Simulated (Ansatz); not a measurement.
Species: H$_{2}$S, charge 1, doublet. H2S+ (parent SMILES S, doublet).
B3LYP-D3(BJ)/def2-TZVP minimum from Ansatz (an electronic-structure program):
```
S
H 1 1.3640
H 1 1.3640 2 93.09
```
Charge +1, spin multiplicity 2.

Total energies in aug-cc-pV(T+d)Z, 7 correlated electrons, 5 frozen orbitals. Open shells are spin-unrestricted; no spin-orbit coupling. Correlated methods leave the cores frozen. No relativity.

```
method    program  energy (Eh)  minus CCSDT(Q) (mEh)
--------  -------  -----------  --------------------
HF         Ansatz   -398.37722                186.27
MP2        Ansatz   -398.52903                 34.45
CCSD       Ansatz   -398.55634                  7.15
CCSD(T)    Ansatz   -398.56239                  1.10
CCSDT(Q)   Ansatz   -398.56348                  0.00
```

Rough core times of Ansatz's runs on a shared machine: CCSD(T) under 20 s, CCSDT(Q) 4 min.
